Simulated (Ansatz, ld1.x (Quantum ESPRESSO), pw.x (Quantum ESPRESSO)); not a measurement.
Cs: one change to the PAW potential, in the atom and in the bcc crystal

ld1.x (Quantum ESPRESSO) 7.5 input, shortened:

```
&input
   title='Cs', zed=55., rel=1, dft='PBESOL', iswitch=3,
   config='[Xe] 5d0 6s0.5 6p0'
 /
 &inputp
   pseudotype=3, lpaw=.true., tm=.true., lloc=-2, rcloc=3.25,
   nlcc=.true., new_core_ps=.true., rcore=2.20,
   which_augfun='BESSEL', rmatch_augfun=2.30
 /
6
5S  1  0   2.00   0.00  2.35  2.65  0.0
6S  2  0   0.50   0.00  2.35  2.65  0.0
5P  2  1   6.00   0.00  2.70  3.25  0.0
6P  3  1   0.00   0.00  2.70  3.25  0.0
5D  3  2   0.00   0.00  4.00  4.30  0.0
5D  3  2   0.00   0.90  4.00  4.30  0.0
 &test
   configts(1)='5s2 5p6 5d0 6s0.5 6p0'
 /
```

Change: waves 5d (bound): rcut 3.46, rcutus 3.66 bohr; 5d channel at 0.9 Ry: rcut 3.46, rcutus 3.66 bohr.

Cutoffs, loose and tight: the cutoffs (Ry, on a coarse ladder) from which the occupation-weighted sum of valence levels, in a spherical-Bessel basis at the reference potential, stays within 10 and 1 mRy of its value at 400 Ry. They do not see the model core or the augmentation charge, which bear on the density cutoff. Test errors are all-electron minus pseudo excitation energies from the reference, over the configurations 5s2 5p6 5d0 6s1 6p0; 5s2 5p6 5d0 6s0 6p0; 5s2 5p6 5d0 6s0 6p1; 5s2 5p5 5d0 6s1 6p0; 5s2 5p6 5d0.5 6s0.5 6p0; 5s1 5p6 5d0 6s1 6p0; 5s2 5p6 5d1 6s0 6p0; variants that change the core or the reference have their own tests.

Crystal test: bcc Cs in pw.x 7.5, no spin, 8³ k-points, Fermi–Dirac smearing 0.01 Ry, cutoffs set for each file from its atomic test. The reference is all-electron LAPW (Ansatz 0.2.0) with the same functional, mesh and smearing; V0 and B0 come from Birch–Murnaghan fits to the pressures at five volumes. Errors are pseudo minus all-electron; Δ is the rms difference of the E(V) curves that follow from these fits, minima aligned, over ±6 % about the mean V0. Mesh and smearing are coarse, so the numbers serve the comparison and aren't converged zero-temperature values; the lattice is a test structure that the element need not adopt.

All-electron: a0 = 6.009 Å (V0 = 108.50 Å³/atom), B0 = 2.0 GPa.

Does the change bring the crystal closer to the all-electron result?

The mean pressure error goes from +0.04 to +0.01 GPa, so the change moves the solid closer to the all-electron pressures.

| quantity | base | changed |
| --- | --- | --- |
| outcome (atom) | generated | generated |
| cutoff, loose (atom) | 8 Ry | 8 Ry |
| cutoff, tight (atom) | 12 Ry | 12 Ry |
| bound ghosts (atom) | none | none |
| largest test error (meV) (atom) | -13 | -13 |
| cutoffs in pw.x (Ry) | 40/320 | 40/320 |
| a0 (Å) | 6.048 | 6.017 |
| a0 error (%) | +0.64 | +0.13 |
| B0 error (%) | +2.5 | -0.3 |
| Δ (meV/atom) | 0.9 | 0.2 |
| mean pressure error (GPa) | +0.04 | +0.01 |

Base: This is a poor potential for the solid. The atomic cutoffs weigh occupied waves only.
